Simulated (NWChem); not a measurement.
# DMSO (C2H6OS); SMILES CS(C)=O

```xyz
10

C      0.8218     1.3551     0.1920
S     -0.2088     0.0005    -0.4430
C      0.8151    -1.3591     0.1922
O     -1.4602     0.0036     0.3854
H      0.2846     2.2830    -0.0466
H      1.8095     1.3562    -0.2913
H      0.9046     1.2477     1.2834
H      0.8984    -1.2520     1.2835
H      0.2735    -2.2844    -0.0464
H      1.8029    -1.3651    -0.2911
```
Atoms are numbered in this order, from 1.

Results from NWChem. Geometry optimised at PBE0/def2-SVP; all other runs use it. 

| quantity | level | value |
|---|---|---|
| cavity-dispersion-structure term (kcal/mol) in water | PBE0/def2-SVP, SMD | (withheld) |
| vertical ionisation energy, ΔSCF (eV) | PBE/def2-SVP | 8.60 |
| isotropic polarisability (bohr³), static | PBE/def2-SVPD | 55.4 |
| vertical, lowest excitation, singlet (eV) | PBE/def2-SVPD, TDA | (withheld) |
| dipole (D) | PBE0/def2-SVP | (withheld) |
| highest harmonic frequency (cm⁻¹) | PBE0/def2-SVP | 3198 |

Problem. What belongs in the gaps?

Solution. 
- cavity-dispersion-structure term (kcal/mol) in water, value: 2.8
- vertical, lowest excitation, singlet (eV), value: 5.22
- dipole (D), value: 3.95
